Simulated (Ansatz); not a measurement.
A nudged elastic band was laid between two geometries of BH3O + FH (7 atoms, charge 0, multiplicity 1).

Computed with UKS PBE0/def2-SVP (Ansatz 0.2.0).

```yaml
movable_images: 7
climbing_image: yes
spring: 5.0 eV/Å²
optimiser: quadratic models (default)
start_path: through a guess of the saddle point
force_threshold: 0.05 eV/Å
iteration_limit: 60
end_points: relaxed
```

Image 0:

```xyz
7
Properties=species:S:1:pos:R:3
B -0.904 0.428 -0.198
O 0.378 0.442 0.245
H -1.320 -0.621 -0.619
H -1.563 1.441 -0.154
H 1.228 -1.051 0.144
F 1.498 -1.933 0.005
H 0.683 1.294 0.576
```

Image 8:

```xyz
7
Properties=species:S:1:pos:R:3
B -0.688 -0.252 -0.031
O 0.778 0.610 -0.222
H -0.880 -0.620 -1.177
H -1.398 0.622 0.438
H 1.449 -0.024 -0.514
F -0.316 -1.241 0.849
H 1.056 0.906 0.657
```

**Question.** Which bonds break or form, and what moves?

**Answer.** Bonds broken: H5–F6. Bonds formed: B1–F6, O2–H5. BH3O + FH becomes BFH4O.

**Question.** Give the energies along the band, and the barrier.

**Answer.** It converged. The highest image is number 5 of 0 to 8, 44.5 kJ/mol above the first end and 80.8 kJ/mol above the last; the last end lies 36.3 kJ/mol below the first. A vibrational analysis at the climbing image gives one clearly imaginary mode, 803i cm⁻¹: a first-order saddle point. The orbitals stay closed-shell, which can raise the energy where a bond breaks towards radicals; this wasn't checked here.

```csv
image,path coordinate (Å),energy (kJ/mol),H5–F6 (Å),B1–F6 (Å),O2–H5 (Å)
0,0.00,0.0,0.93,3.37,1.72
1,0.59,1.2,0.93,3.33,1.73
2,1.18,3.5,0.93,3.10,1.78
3,1.77,5.1,0.93,2.79,1.86
4,2.36,12.7,0.94,2.26,1.80
5,2.95,44.5,1.09,1.67,1.31
6,3.52,-23.4,1.75,1.41,0.99
7,4.09,-35.1,2.27,1.38,0.97
8,4.66,-36.3,2.54,1.38,0.97
```

**Question.** What is the geometry of the highest image?

**Answer.** 
```xyz
7
Properties=species:S:1:pos:R:3
B -0.568 -0.027 -0.192
O 0.777 0.614 -0.280
H -1.003 -0.387 -1.256
H -1.287 0.415 0.674
H 0.964 -0.575 0.229
F 0.227 -1.349 0.446
H 0.890 1.309 0.378
```

**Question.** What are the harmonic wavenumbers there?

**Answer.** 803i, 510, 613, 796, 814, 834, 979, 1104, 1188, 1225, 1296, 2069, 2584, 2698, 3896 cm⁻¹.

Run time: 2.8 min on 2 threads of Intel(R) Xeon(R) Platinum 8259CL CPU @ 2.50GHz (Skylake/Cascade Lake), on a shared host, peak memory 0.16 GiB.
